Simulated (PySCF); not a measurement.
LiS⁺: frontier orbitals

PBEsol at R = 2.453 Å; Li def2-TZVP, S def2-TZVP; no relativity (PySCF 2.14). State: ³Σ⁻ (triplet), unpaired electrons π ↑↑. Only the outer orbitals are listed, counted within each symmetry.

| spin | orbital | occ. | ε (eV) | on Li (%) | main shells (%) |
| --- | --- | --- | --- | --- | --- |
| α | 4σ | 1 | -58.03 | 100 | 100 Li s |
| α | 5σ | 1 | -23.81 | 0 | 100 S s |
| α | 2π | 1 | -13.81 | 1 | 99 S p |
| α | 2π | 1 | -13.81 | 1 | 99 S p |
| α | 6σ | 1 | -13.20 | 5 | 94 S p |
| α | 7σ | 0 | -6.25 | 100 | 100 Li s |
| α | 3π | 0 | -4.79 | 94 | 94 Li p |
| α | 3π | 0 | -4.79 | 94 | 94 Li p |
| β | 4σ | 1 | -58.04 | 100 | 100 Li s |
| β | 5σ | 1 | -21.75 | 1 | 99 S s |
| β | 6σ | 1 | -12.45 | 6 | 93 S p |
| β | 2π | 0 | -11.35 | 2 | 98 S p |
| β | 2π | 0 | -11.35 | 2 | 98 S p |
| β | 7σ | 0 | -6.12 | 100 | 97 Li s |

Question: Which are the highest filled and the lowest empty level, where do they sit, and how wide is the gap?

Answer: Highest filled β 6σ at -12.45 eV (in %: 93 S p); lowest empty β 2π at -11.35 eV (in %: 98 S p); the gap at PBEsol is 1.10 eV.

```json
{"bond order (Mayer)": "0.24", "⟨S²⟩": "2.004", "charge on Li (Mulliken, basis-dependent)": "0.87", "charge on Li (Löwdin, basis-dependent)": "0.68", "dipole moment (positive dipole points towards S; it is taken about the centre of mass and depends on that origin)": "-7.57 D"}
```

The state is the lowest determinant that a PBE0 search found; another state may lie lower at other levels.
